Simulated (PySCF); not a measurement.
# C4H3FO: geometry, NMR shifts, spin-spin couplings, electronic excitations and core binding energies

What NMR shifts, spin-spin couplings, electronic excitations and core binding energies should C4H3FO (`Fc1ccco1`) show?

Programs: PySCF 2.14.0, with density-fitted response routines of our own. Each step states its level of theory. These are calculated values for one molecule in the gas phase, unless marked as measured. Atoms are numbered from 0 throughout.

## 1. Starting geometry

9 atoms, charge 0, multiplicity 1; geometry from: MMFF94s. The atoms were then displaced at random by about 0.03 Å, so the start is not that level's minimum.

Bonds of the start (Å): F0–C1 1.43, C1–C2 1.40, C2–C3 1.26, C3–C4 1.42, C4–O5 1.34, O5–C1 1.34, C2–H6 1.13, C3–H7 1.13, C4–H8 1.06.

## 2. Optimising the geometry at PBE0-D3(BJ)/def2-SVP

What the job is given:

```
{"job": {"xc": "PBE0", "basis": "def2-SVP", "d3": "d3bj", "grid": 1, "shake": 0.03, "kind": "geom"}, "charge": 0, "multiplicity": 1}
F      2.525430    -0.672780     0.063460
C      1.122630    -0.405530     0.021480
C      0.475060     0.835660    -0.051680
C     -0.759980     0.606260    -0.043160
C     -1.017250    -0.787720    -0.014210
O      0.192830    -1.363830     0.047360
H      1.075360     1.787430    -0.055100
H     -1.611570     1.343950    -0.084480
H     -1.869760    -1.412880     0.090680
```

Started as:

```console
OMP_NUM_THREADS=1 python probes_run.py task.json out
```

The driver reads the jobs from task.json and runs them one after another.

**Question.** This job is followed by: GIAO PBE0/pcSseg-1 NMR shielding, non-relativistic, gas phase; B3LYP/pcJ-1 indirect spin-spin coupling, non-relativistic, gas phase; TDDFT CAM-B3LYP/def2-SVPD, vertical, gas phase, core orbitals frozen in the response; GIAO KT2/pcSseg-2 NMR shielding, non-relativistic, gas phase; delta-SCF UKS SCAN, pcX-2 on the ionised atom, pcseg-1 elsewhere, spin-free X2C. What will the session give for the following? point group; rotational constants (main isotopes); ¹³C shifts against TMS (PBE0/pcSseg-1); ¹H shifts against TMS (PBE0/pcSseg-1); ¹⁹F shifts against CFCl3 (PBE0/pcSseg-1); ¹⁷O shifts against H2O (PBE0/pcSseg-1); largest coupling of the table (B3LYP/pcJ-1); lowest singlet (CAM-B3LYP/def2-SVPD); brightest single state of those computed; lowest triplet; vertical ionisation energy (ΔSCF); C1s binding energies, SCAN/pcX-2; F1s binding energies, SCAN/pcX-2; O1s binding energies, SCAN/pcX-2; range of the shift of F0.

The runs gave:

| quantity | value |
| --- | --- |
| point group | Cs |
| rotational constants (main isotopes) | 9.30, 3.72, 2.66 GHz |
| ¹³C shifts against TMS (PBE0/pcSseg-1) | 164.8, 134.8, 117.6, 86.1 ppm |
| ¹H shifts against TMS (PBE0/pcSseg-1) | 6.83, 6.46, 5.54 ppm |
| ¹⁹F shifts against CFCl3 (PBE0/pcSseg-1) | -117.7 ppm |
| ¹⁷O shifts against H2O (PBE0/pcSseg-1) | 287.3 ppm |
| largest coupling of the table (B3LYP/pcJ-1) | ¹J(F,C) F0–C1, -341.2 Hz |
| lowest singlet (CAM-B3LYP/def2-SVPD) | 6.32 eV (196 nm), f = 0.149 |
| brightest single state of those computed | state 8, 8.35 eV, f = 0.239 |
| lowest triplet | 4.07 eV |
| vertical ionisation energy (ΔSCF) | 9.03 eV |
| C1s binding energies, SCAN/pcX-2 | C1 294.25, C4 291.92, C3 290.94, C2 290.88 eV |
| F1s binding energies, SCAN/pcX-2 | F0 694.04 eV |
| O1s binding energies, SCAN/pcX-2 | O5 540.63 eV |
| range of the shift of F0 | -148.1 to -117.7 ppm |

In words: The start was shaken at random, so part of the energy gained undoes that. Over 9 steps the energy fell by 1.376 eV; of the close pairs, C2–C3 changed most, 1.256 to 1.436 Å. At PBE0/pcSseg-1: The largest span, 293 ppm, is at O5, where the paramagnetic term is -351 ppm. NICS(1)zz of -24 ppm above the planar ring from C1 marks a diatropic (aromatic) ring current. The first singlet state (HOMO→LUMO 0.97) lies at 6.32 eV and is bright; of the 10 states computed, the strongest absorption comes from state 8 at 8.35 eV. The lowest triplet lies 2.25 eV below the lowest singlet (triplets in Tamm-Dancoff, singlets in full TDDFT). At CAM-B3LYP/def2-SVPD, the highest states lie near or above the ionisation energy, where they hang on the basis. The orbital energy would give 8.05 eV for ionisation, ΔSCF gives 9.03 eV. C1 (aromatic carbon bearing fluorine) binds its C1s electron 3.37 eV more tightly than C2 (aromatic CH). Across the 2 runs the shift of F0 moves most, between -148.1 (KT2/pcSseg-2) and -117.7 ppm (PBE0/pcSseg-1).
